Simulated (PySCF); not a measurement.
**Identify the compound**

Molecular formula: C₃H₄. Simulated spectra:

¹H NMR (400 MHz, computed): δ 1.96 (d, J = 4.1 Hz, 3H), 1.18 (q, J = 4.1 Hz, 1H).

¹³C{¹H} NMR (computed): δ 84.3 (C), 73.8 (CH), 4.3 (CH3).

Fast rotation and ring inversion assumed for equivalent nuclei, single conformer, in vacuum, no relativistic terms. Geometry: GFN2-xTB; couplings computed with B3LYP/pcJ-1; PBE0/pcSseg-1 with gauge-including orbitals; PySCF.

Shifts are taken against calculated references (same method and geometry level): ¹H and ¹³C against TMS.

Which of these isomers gave the spectra?
A. C=C=C
B. C1=CC1
C. C#CC

## Answers

C. 

- Rings plus π bonds: 2 (no ring in the answer).
- 3 carbon signals for 3 carbons: no two carbons are equivalent.
- Carbon types of the structure: 1 × C, 1 × CH, 1 × CH3, which accounts for all hydrogens.
- δC 84.3: alkyne carbon; the triple bond shields along its axis, which puts it between sp3 and sp2 carbons.
- δC 73.8: terminal alkyne carbon; the triple bond shields along its axis, which puts it between sp3 and sp2 carbons.
- δC 4.3: propargylic methyl carbon; aliphatic region, no heteroatom directly attached.
- δH 1.96: hydrogen on a propargylic methyl carbon.
- δH 1.18: hydrogen on a terminal alkyne carbon; it lies on the axis of the triple bond, in its shielding cone.

The others: C1=CC1 would give 2 carbon signals, not 3; C=C=C would give 2 carbon signals, not 3.

Multiplet labels drop couplings under 1 Hz and merge nearly equal ones. Shifts are as computed. Against solution values, carbons near 30 ppm lie about +3 ppm off and those near 130 ppm about +5 ppm. Of 1211 compounds with measured shifts, 218 miss one by over three times the rms of a fit or turn the order of signals round; such compounds aren't used in these exercises.
